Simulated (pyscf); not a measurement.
# Routes from HN=Si: [singlet] + NH₃

Candidate steps break at most two bonds and form at most two. Each was searched with GFN2-xTB (tblite) first. Single points on ωB97X-D3(BJ)/def2-SVP structures (PySCF, gas phase). MP2 and CC: frozen core, UHF for open shells. ΔMP2 is the change of the MP2 total energy from the triple- to the quadruple-zeta basis. Energies: CCSD(T)/def2-TZVPP + ΔMP2(QZVPP), eV, from the separated reactants, singlet surface.

| products | type | ΔE‡ | ΔE | ΔG‡ 298 K | ΔG‡ 900 K | ν‡ (cm⁻¹) |
|---|---|---|---|---|---|---|
| H₂N–Si:–NH₂ [singlet] | addition across a multiple bond or ene-type step | 0.37 | -1.61 | 0.72 | 1.60 | 1549i |
| HN=SiH–NH₂ | insertion | 2.27 | -0.80 | 2.50 | 3.23 | 1632i |

Row 1: On the reactant side the descent ends in an adduct with a N–Si contact, 0.25 eV under the separated species and 0.44 eV under the saddle at ωB97X-D3(BJ)/def2-TZVP. Row 2: On the reactant side the descent ends in a complex (not fully relaxed), 0.23 eV under the separated species and 2.38 eV under the saddle at ωB97X-D3(BJ)/def2-TZVP. 

Plain bond fissions and candidates not yet searched are not listed, and one of them may be faster. Each barrier is that of the saddle found; lower ones may exist. The CCSD(T) − MP2 part came from Ansatz, without density fitting, on the same reference.
